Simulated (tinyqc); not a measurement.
MP2 on RHF in the sto-3g basis, frozen core, for HF, spin multiplicity 1, step by step. Computed by tinyqc, a small Python program that keeps every step (integrals from PySCF). Settings: charge = 0, multiplicity = 1, basis = sto-3g, method = RHF, frozen orbitals = 1, energy threshold = 1e-10, iteration cap = 71, orthogonalisation = symmetric, start = atomic densities, DIIS depth = 6. Command: `OMP_NUM_THREADS=1 python tinyqc.py 30354 30355 out.jsonl` (the two numbers bound the seeds that draw the settings). One thread of a shared host (Intel(R) Xeon(R) Processor @ 2.60GHz), about 0.1 s of CPU time with the checks. Later iterations appear only in the table of the cycle.

## One-electron integrals

Geometry (angstrom):
```
atom,x,y,z
F,0.000000,0.000000,0.000000
H,0.000000,0.000000,0.864000
```

Basis sto-3g: exponents (1/bohr^2) and contraction coefficients of normalised primitives:
```
element,l (shell),exponent,coefficient
F,s (1),166.679130,0.154329
F,s (1),30.360812,0.535328
F,s (1),8.216821,0.444635
F,s (2),6.464803,-0.099967
F,s (2),1.502281,0.399513
F,s (2),0.488588,0.700115
F,p (3),6.464803,0.155916
F,p (3),1.502281,0.607684
F,p (3),0.488588,0.391957
H,s (1),3.425251,0.154329
H,s (1),0.623914,0.535328
H,s (1),0.168855,0.444635
```

Overlap, kinetic and nuclear-attraction integrals over the contracted functions; the nuclear repulsion is the sum of Za Zb / Rab.

nuclear repulsion = 5.51226261 hartree

overlap S, lower triangle:
```
,1F 1s,1F 2s,1F 2px,1F 2py,1F 2pz,2H 1s
1F 1s,1.000000
1F 2s,0.237990,1.000000
1F 2px,0.000000,0.000000,1.000000
1F 2py,0.000000,0.000000,0.000000,1.000000
1F 2pz,0.000000,0.000000,0.000000,0.000000,1.000000
2H 1s,0.056068,0.485178,0.000000,0.000000,0.366866,1.000000
```

kinetic energy T (hartree), lower triangle:
```
,1F 1s,1F 2s,1F 2px,1F 2py,1F 2pz,2H 1s
1F 1s,36.984577
1F 2s,-0.212858,1.037995
1F 2px,0.000000,0.000000,3.248015
1F 2py,0.000000,0.000000,0.000000,3.248015
1F 2pz,0.000000,0.000000,0.000000,0.000000,3.248015
2H 1s,0.004782,0.159149,0.000000,0.000000,0.318671,0.760032
```

nuclear attraction V (hartree), lower triangle:
```
,1F 1s,1F 2s,1F 2px,1F 2py,1F 2pz,2H 1s
1F 1s,-77.622053
1F 2s,-9.322571,-12.146614
1F 2px,0.000000,0.000000,-12.008901
1F 2py,0.000000,0.000000,0.000000,-12.008901
1F 2pz,-0.016961,-0.199287,0.000000,0.000000,-12.143487
2H 1s,-2.268236,-4.652940,0.000000,0.000000,-3.148534,-6.450084
```

core Hamiltonian H = T + V (hartree), lower triangle:
```
,1F 1s,1F 2s,1F 2px,1F 2py,1F 2pz,2H 1s
1F 1s,-40.637477
1F 2s,-9.535429,-11.108619
1F 2px,0.000000,0.000000,-8.760886
1F 2py,0.000000,0.000000,0.000000,-8.760886
1F 2pz,-0.016961,-0.199287,0.000000,0.000000,-8.895473
2H 1s,-2.263454,-4.493790,0.000000,0.000000,-2.829863,-5.690053
```

## Two-electron integrals

Functions are numbered as in S; the eight-fold symmetry (ij|kl) = (ji|kl) = (kl|ij) leaves the list below.

Two-electron integrals (ij|kl) in chemists' order, unique and non-zero (hartree):
```
i,j,k,l,(ij|kl)
1,1,1,1,5.403501
2,1,1,1,0.841920
2,1,2,1,0.156299
2,2,1,1,1.268028
2,2,2,1,0.292344
2,2,2,2,0.926167
3,1,3,1,0.027998
3,2,3,1,0.043169
3,2,3,2,0.204588
3,3,1,1,1.264502
3,3,2,1,0.292403
3,3,2,2,0.925959
3,3,3,3,0.997514
4,1,4,1,0.027998
4,2,4,1,0.043169
4,2,4,2,0.204588
4,3,4,3,0.053770
4,4,1,1,1.264502
4,4,2,1,0.292403
4,4,2,2,0.925959
4,4,3,3,0.889973
4,4,4,4,0.997514
5,1,5,1,0.027998
5,2,5,1,0.043169
5,2,5,2,0.204588
5,3,5,3,0.053770
5,4,5,4,0.053770
5,5,1,1,1.264502
5,5,2,1,0.292403
5,5,2,2,0.925959
5,5,3,3,0.889973
5,5,4,4,0.889973
5,5,5,5,0.997514
6,1,1,1,0.202011
6,1,2,1,0.037141
6,1,2,2,0.068879
6,1,3,3,0.068781
6,1,4,4,0.068781
6,1,5,1,0.001492
6,1,5,2,0.002780
6,1,5,5,0.069085
6,1,6,1,0.008914
6,2,1,1,0.465782
6,2,2,1,0.108632
6,2,2,2,0.378752
6,2,3,3,0.373556
6,2,4,4,0.373556
6,2,5,1,0.007281
6,2,5,2,0.054716
6,2,5,5,0.388793
6,2,6,1,0.026104
6,2,6,2,0.183837
6,3,3,1,0.011915
6,3,3,2,0.068531
6,3,5,3,0.011760
6,3,6,3,0.028579
6,4,4,1,0.011915
6,4,4,2,0.068531
6,4,5,4,0.011760
6,4,6,4,0.028579
6,5,1,1,0.296263
6,5,2,1,0.070050
6,5,2,2,0.261694
6,5,3,3,0.250160
6,5,4,4,0.250160
6,5,5,1,0.016088
6,5,5,2,0.105063
6,5,5,5,0.284472
6,5,6,1,0.017608
6,5,6,2,0.155640
6,5,6,5,0.159590
6,6,1,1,0.579465
6,6,2,1,0.137355
6,6,2,2,0.548103
6,6,3,3,0.528734
6,6,4,4,0.528734
6,6,5,1,0.012742
6,6,5,2,0.130455
6,6,5,5,0.586197
6,6,6,1,0.033284
6,6,6,2,0.325302
6,6,6,5,0.319953
6,6,6,6,0.774606
```

## Orthogonalisation

S = U s U^T; symmetric (Loewdin) form X = U s^(-1/2) U^T, so that X^T S X = 1.

eigenvalues of S: 0.375942  0.846123  1.000000  1.000000  1.120804  1.657131

X, lower triangle:
```
,1F 1s,1F 2s,1F 2px,1F 2py,1F 2pz,2H 1s
1F 1s,1.023450
1F 2s,-0.135112,1.150579
1F 2px,0.000000,0.000000,1.000000
1F 2py,0.000000,0.000000,0.000000,1.000000
1F 2pz,-0.008635,0.095131,0.000000,0.000000,1.070478
2H 1s,0.024320,-0.329166,0.000000,0.000000,-0.244663,1.194968
```

## Starting guess

The start is atomic minimal-basis densities projected into this basis (PySCF's MINAO start) and scaled to the electron count of each spin; this density is not idempotent, so its energy is not variational and may lie below the converged one.

D at the start, lower triangle:
```
,1F 1s,1F 2s,1F 2px,1F 2py,1F 2pz,2H 1s
1F 1s,2.156742
1F 2s,-0.503343,2.130783
1F 2px,0.000000,0.000000,1.637174
1F 2py,0.000000,0.000000,0.000000,1.637174
1F 2pz,0.017912,-0.104220,0.000000,0.000000,1.497830
2H 1s,-0.017521,0.034023,0.000000,0.000000,0.159611,1.031715
```

## Iteration 1: building the Fock matrix

J_ij = sum D_kl (ij|kl), K_ij = sum D_kl (ik|jl); F = H + J - 0.5 K; E = tr D H + tr D J / 2 - 0.25 tr D K + E_nn.

Coulomb J (hartree), lower triangle:
```
,1F 1s,1F 2s,1F 2px,1F 2py,1F 2pz,2H 1s
1F 1s,20.259768
1F 2s,3.846945,9.505199
1F 2px,0.000000,0.000000,9.477407
1F 2py,0.000000,0.000000,0.000000,9.477407
1F 2pz,0.010730,0.130659,0.000000,0.000000,9.533686
2H 1s,0.914650,3.893501,0.000000,0.000000,2.740956,5.784199
```

exchange K (hartree), lower triangle:
```
,1F 1s,1F 2s,1F 2px,1F 2py,1F 2pz,2H 1s
1F 1s,11.278180
1F 2s,1.953575,3.221688
1F 2px,0.000000,0.000000,2.292017
1F 2py,0.000000,0.000000,0.000000,2.292017
1F 2pz,0.017199,0.136996,0.000000,0.000000,2.385073
2H 1s,0.508836,1.551203,0.000000,0.000000,0.987734,1.607747
```

Fock matrix F (hartree), lower triangle:
```
,1F 1s,1F 2s,1F 2px,1F 2py,1F 2pz,2H 1s
1F 1s,-26.016799
1F 2s,-6.665271,-3.214264
1F 2px,0.000000,0.000000,-0.429488
1F 2py,0.000000,0.000000,0.000000,-0.429488
1F 2pz,-0.014830,-0.137126,0.000000,0.000000,-0.554323
2H 1s,-1.603222,-1.375890,0.000000,0.000000,-0.582774,-0.709727
```

total energy of this density = -99.53762685 hartree

This density is the starting one; it is not idempotent, so its energy is not variational and may lie below the converged one.

## Iteration 1: diagonalisation and new density

Diagonalise F' = X^T F X, C = X C', fill 5 alpha and 5 beta electrons from the bottom; D = 2 C_occ C_occ^T. Each column has its largest component positive (the first on a tie).

F' = X^T F X (hartree), lower triangle:
```
,1,2,3,4,5,6
1,-25.537631
2,-3.422656,-1.833234
3,0.000000,0.000000,-0.429488
4,0.000000,0.000000,0.000000,-0.429488
5,-0.035724,0.079895,0.000000,0.000000,-0.362891
6,-0.265233,-0.727969,0.000000,0.000000,-0.545974,0.004488
```

orbital energies (hartree): MO1 -26.027081, MO2 -1.648627, MO3 -0.649656, MO4 -0.429488, MO5 -0.429488, MO6 0.596095

coefficients C:
```
,MO1,MO2,MO3,MO4,MO5,MO6
1F 1s,0.994551,-0.247919,0.077692,0.000000,0.000000,0.098687
1F 2s,0.023358,0.923121,-0.394563,0.000000,0.000000,-0.671647
1F 2px,0.000000,0.000000,0.000000,0.696659,0.717402,0.000000
1F 2py,0.000000,0.000000,0.000000,0.717402,-0.696659,0.000000
1F 2pz,0.002706,0.108993,0.796390,0.000000,0.000000,-0.754178
2H 1s,-0.005686,0.164846,0.374160,0.000000,0.000000,1.195637
```

D after iteration 1, lower triangle:
```
,1F 1s,1F 2s,1F 2px,1F 2py,1F 2pz,2H 1s
1F 1s,2.113262
1F 2s,-0.472565,2.016756
1F 2px,0.000000,0.000000,2.000000
1F 2py,0.000000,0.000000,0.000000,2.000000
1F 2pz,0.075086,-0.427098,0.000000,0.000000,1.292248
2H 1s,-0.034908,0.008821,0.000000,0.000000,0.631858,0.334405
```

Within a degenerate level the vectors are fixed only up to a rotation; this is one choice.

## Iteration 7 (converged): orbitals

converged F (hartree), lower triangle:
```
,1F 1s,1F 2s,1F 2px,1F 2py,1F 2pz,2H 1s
1F 1s,-25.885579
1F 2s,-6.622914,-3.057825
1F 2px,0.000000,0.000000,-0.466360
1F 2py,0.000000,0.000000,0.000000,-0.466360
1F 2pz,-0.026565,-0.123284,0.000000,0.000000,-0.403400
2H 1s,-1.582521,-1.265426,0.000000,0.000000,-0.608588,-0.686725
```

As before.

F' = X^T F X (hartree), lower triangle:
```
,1,2,3,4,5,6
1,-25.408464
2,-3.415419,-1.709933
3,0.000000,0.000000,-0.466360
4,0.000000,0.000000,0.000000,-0.466360
5,-0.053130,0.108194,0.000000,0.000000,-0.175709
6,-0.257964,-0.646560,0.000000,0.000000,-0.615914,-0.005517
```

orbital energies (hartree): MO1 -25.895576, MO2 -1.489818, MO3 -0.600470, MO4 -0.466360, MO5 -0.466360, MO6 0.686241

coefficients C:
```
,MO1,MO2,MO3,MO4,MO5,MO6
1F 1s,0.994626,-0.246998,0.088299,0.000000,0.000000,0.091023
1F 2s,0.023255,0.920380,-0.467492,0.000000,0.000000,-0.627135
1F 2px,0.000000,0.000000,0.000000,0.548322,0.836268,0.000000
1F 2py,0.000000,0.000000,0.000000,0.836268,-0.548322,0.000000
1F 2pz,0.003406,0.108061,0.708992,0.000000,0.000000,-0.836988
2H 1s,-0.006472,0.169162,0.502219,0.000000,0.000000,1.147114
```

D after iteration 7, lower triangle:
```
,1F 1s,1F 2s,1F 2px,1F 2py,1F 2pz,2H 1s
1F 1s,2.116170
1F 2s,-0.490963,2.132380
1F 2px,0.000000,0.000000,2.000000
1F 2py,0.000000,0.000000,0.000000,2.000000
1F 2pz,0.078601,-0.463824,0.000000,0.000000,1.028717
2H 1s,-0.007748,-0.158482,0.000000,0.000000,0.748654,0.561763
```

Within a degenerate level the vectors are fixed only up to a rotation; this is one choice.

## Convergence

Stop when the energy changes by less than 1e-10 hartree and every element of the error matrix X^T (F D S - S D F) X is below 3e-06.

Course of the cycle:
```
iteration,E (hartree),change,largest element of the error matrix
1,-99.53762685,-,1.53e+00
2,-98.53418608,1.00e+00,2.17e-01
3,-98.55907002,-2.49e-02,3.07e-02
4,-98.55980859,-7.39e-04,3.55e-03
5,-98.55981608,-7.49e-06,1.00e-04
6,-98.55981608,-4.46e-09,1.78e-06
7,-98.55981608,-1.42e-12,1.19e-08
```

PySCF RHF in the same basis = -98.55981608 hartree

Converged in 7 iterations.

## Populations, bond orders and dipole

Mulliken: Z minus the diagonal of D S on the atom; Loewdin: the same with S^(1/2) D S^(1/2); Mayer order: 2 sum_s sum (D(s) S)_ij (D(s) S)_ji over the two atoms.

Charges (e):
```
atom,Mulliken,Loewdin
1F,-0.240908,-0.168629
2H,0.240908,0.168629
```

Mayer bond orders:
```
pair,order
2-1,0.941963
```

dipole moment about the origin, x y z (debye): 0.000000  0.000000  1.340920

## Integrals over molecular orbitals

(pq|rs) = sum C_ip C_jq C_kr C_ls (ij|kl), one index at a time.

one-electron integrals over orbitals h = C^T H C (hartree), lower triangle:
```
,1,2,3,4,5,6
1,-40.618844
2,0.696401,-9.172955
3,-0.239208,0.540120,-7.839923
4,0.000000,0.000000,0.000000,-8.760886
5,0.000000,0.000000,0.000000,0.000000,-8.760886
6,-0.249014,1.302060,1.742335,0.000000,0.000000,-6.115801
```

Two-electron integrals over orbitals (pq|rs), unique and non-zero (hartree); the lowest 1 orbital is frozen and left out:
```
p,q,r,s,(pq|rs)
2,2,2,2,0.858393
3,2,2,2,-0.004154
3,2,3,2,0.158591
3,3,2,2,0.767715
3,3,3,2,-0.061542
3,3,3,3,0.800657
4,2,4,2,0.177606
4,3,4,2,-0.046592
4,3,4,3,0.052855
4,4,2,2,0.873820
4,4,3,2,-0.076158
4,4,3,3,0.777647
4,4,4,4,0.997514
5,2,5,2,0.177606
5,3,5,2,-0.046592
5,3,5,3,0.052855
5,4,5,4,0.053770
5,5,2,2,0.873820
5,5,3,2,-0.076158
5,5,3,3,0.777647
5,5,4,4,0.889973
5,5,5,5,0.997514
6,2,2,2,-0.139244
6,2,3,2,-0.035203
6,2,3,3,-0.047035
6,2,4,4,-0.139075
6,2,5,5,-0.139075
6,2,6,2,0.100256
6,3,2,2,-0.143195
6,3,3,2,0.092383
6,3,3,3,-0.132718
6,3,4,4,-0.180090
6,3,5,5,-0.180090
6,3,6,2,0.060995
6,3,6,3,0.158351
6,4,4,2,-0.046049
6,4,4,3,-0.011428
6,4,6,4,0.032347
6,5,5,2,-0.046049
6,5,5,3,-0.011428
6,5,6,5,0.032347
6,6,2,2,0.695070
6,6,3,2,0.077390
6,6,3,3,0.669042
6,6,4,4,0.657015
6,6,5,5,0.657015
6,6,6,2,-0.069407
6,6,6,3,-0.011172
6,6,6,6,0.719462
```

## Second-order Moller-Plesset energy

Hartree-Fock energy = -98.55981608 hartree

E2 = sum_ijab (ia|jb) [2 (ia|jb) - (ib|ja)] / (e_i + e_j - e_a - e_b) over occupied i, j and virtual a, b; the opposite-spin part is (ia|jb)^2 / denominator, the rest is same-spin, and SCS-MP2 scales them by 6/5 and 1/3.

Terms:
```
i,j,a,b,(ia|jb),(ib|ja),denominator,term
3,3,6,6,0.158351,0.158351,-2.573422,-0.009744
2,2,6,6,0.100256,0.100256,-4.352118,-0.002310
2,3,6,6,0.060995,0.060995,-3.462770,-0.001074
3,2,6,6,0.060995,0.060995,-3.462770,-0.001074
4,4,6,6,0.032347,0.032347,-2.305203,-0.000454
5,5,6,6,0.032347,0.032347,-2.305203,-0.000454
```

Pair energies (hartree; pair i-j sums ij and ji):
```
pair,opposite spin,same spin
2-2,-0.002310,0.000000
3-2,-0.002149,0.000000
3-3,-0.009744,0.000000
4-4,-0.000454,0.000000
5-5,-0.000454,0.000000
```

MP2 correlation energy = -0.01510998 hartree

SCS-MP2 correlation energy = -0.01813197 hartree

MP2 total energy = -98.57492606 hartree
